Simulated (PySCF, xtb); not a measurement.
F3N, SMILES FN(F)F.

Harmonic wavenumbers (cm⁻¹) from GFN2-xTB run with xtb at its own minimum, in rising order: 445, 445, 578, 811, 812, 984.

Problem. What does PBE-D3(BJ)/def2-TZVP run with PySCF give at its own minimum? (An estimate is asked for; the answer gives what the named calculation found.)

Solution. 453, 453, 608, 804, 804, 1005. Paired by order, the mean absolute difference is 14 cm⁻¹ and the zero-point energies are 5.8 and 5.9 kcal/mol.
